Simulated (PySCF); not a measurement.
A structure optimised at ωB97X-D3(BJ)/def2-TZVP, used in a PySCF frequency run:

```xyz
9

C     -1.4424     0.7545    -0.3609
C     -0.4922    -0.4271    -0.4898
S      1.0222    -0.2517     0.4912
H     -2.3551     0.5787    -0.9380
H     -0.9769     1.6698    -0.7352
H     -1.7153     0.9187     0.6833
H     -0.9577    -1.3403    -0.1117
H     -0.2253    -0.6107    -1.5319
H      1.4828     0.8466    -0.1214
```
Charge 0, spin multiplicity 1.

Q: Write its SMILES and formula.

A: CCS, C2H6S

Q: What are its rotational constants (standard atomic weights)?

A: 28.895, 5.3261, 4.8774 GHz
